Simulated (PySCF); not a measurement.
## Match the barriers

Saddle point of SiNH₇O, singlet (SiH₄O ([OH][SiH3]) + NH₃ → SiNH₅O ([NH2][SiH2][OH]) + H₂; bonds formed: Si1–N7, H2–H6; bonds broken: Si1–H2, H6–N7), PBE0-D4/def2-TZVP structure:

```
atom    x (Å)    y (Å)    z (Å)
 Si1  -0.4532   0.5088   0.2930
  H2   0.5107  -0.9411   1.1120
  H3  -1.1072   1.5433  -0.5710
  H4  -1.5857  -0.0702   1.0531
  O5   0.7511   1.4554   0.8969
  H6   0.4153  -1.2253  -0.0264
  N7   0.0378  -0.7141  -1.0340
  H8   1.3134   0.9619   1.5014
  H9  -0.6935  -1.1136  -1.6130
 H10   0.8115  -0.4053  -1.6122
```

PySCF 2.14 with density fitting (its default auxiliary sets; JK sets also for MP2 and CCSD(T)); basis: def2-TZVPP, with def2-QZVPP for the basis limit; cores frozen in the correlated methods. Extrapolation: Hartree–Fock as exp(−7.88 √X), correlation as X^−2.97. Four methods, as single points on the PBE0-D4 structures, gave these electronic barriers from the start structure: 33.80, 36.84, 43.85, 53.77 kcal/mol.

(1) The methods were, in alphabetical order, BHLYP-D4, HF, PBE-D4, PBE0-D4. Which gave which? (A judgement: the text doesn't fix the answer.)

T1 diagnostic: at most 0.012.

## Answers

(1) The calculation gives: PBE-D4 33.80; PBE0-D4 36.84; BHLYP-D4 43.85; HF 53.77 kcal/mol. For comparison, CCSD(T) at an estimated basis limit (MP2 extrapolated from triple and quadruple zeta, plus CCSD(T) − MP2 in triple zeta) gives 41.50 kcal/mol.

Labels in which every atom is bracketed show which atoms are joined, not bond orders.

For scale, one of the runs: CCSD(T)/def2-TZVPP, 202 basis functions, launched by `OMP_NUM_THREADS=4 python run.py`. Time: 2.3 min of wall clock on 4 CPU threads of an Intel Xeon 6975P-C; the host was shared. Peak host memory: 2.5 GiB.
